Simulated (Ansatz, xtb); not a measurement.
**C2H4O−: where a starting geometry ends**

The starting geometry of this gas-phase doublet has its atoms placed at random.

```yaml
atoms:
  - { symbol: C, position_ang: [0.8279, 1.0096, -0.4333] }
  - { symbol: C, position_ang: [-0.4765, 0.1438, 0.8326] }
  - { symbol: O, position_ang: [0.8914, 0.3376, -1.9397] }
  - { symbol: H, position_ang: [0.4901, 0.2029, 1.4518] }
  - { symbol: H, position_ang: [-0.1018, 1.2999, -0.4558] }
  - { symbol: H, position_ang: [1.4514, 0.0306, -0.6334] }
  - { symbol: H, position_ang: [0.3837, 1.3873, -1.6314] }
```

**Question.** One run relaxed it with r2SCAN-D4/def2-SVPD. What is a likely outcome?

**Answer.** It ends as a structure given below by its coordinates. Distances that change by over a tenth: C1–H5 (0.97 → 1.12 Å), O3–H7 (1.21 → 0.98 Å). Contacts that open: C1–H7 (1.33 → 1.87 Å). Contacts that close: C1–C2 (2.01 → 1.48 Å), C1–O3 (1.65 → 1.46 Å).

The energy falls by 8.10 eV over 26 steps:

```json
{"step": "1", "E − E(last) (eV)": "8.103"}
{"step": "4", "E − E(last) (eV)": "4.449"}
{"step": "7", "E − E(last) (eV)": "2.625"}
{"step": "9", "E − E(last) (eV)": "2.021"}
{"step": "12", "E − E(last) (eV)": "0.777"}
{"step": "15", "E − E(last) (eV)": "0.458"}
{"step": "18", "E − E(last) (eV)": "0.283"}
{"step": "20", "E − E(last) (eV)": "0.025"}
{"step": "23", "E − E(last) (eV)": "0.000"}
{"step": "26", "E − E(last) (eV)": "0.000"}
```

Final geometry (Å):

```xyz
7

C     0.7960    0.8209   -0.3611
C    -0.3388    0.0180    0.1546
O     0.7076    0.9450   -1.8133
H    -0.2359   -0.0543    1.2676
H     0.8402    1.8692    0.0408
H     1.8077    0.3824   -0.1453
H    -0.1106    0.4304   -1.9525
```

From the same start GFN2-xTB ends elsewhere, at `[CH2-][CH]O`.

From so rough a start the end depends on the optimiser's path, so another program may land elsewhere. The end wasn't checked by frequencies. Open shells are spin-unrestricted. Run with Ansatz 0.2.0, 2.8 min on 2 threads of Intel(R) Xeon(R) Processor @ 2.50GHz (Skylake/Cascade Lake), on a shared host.
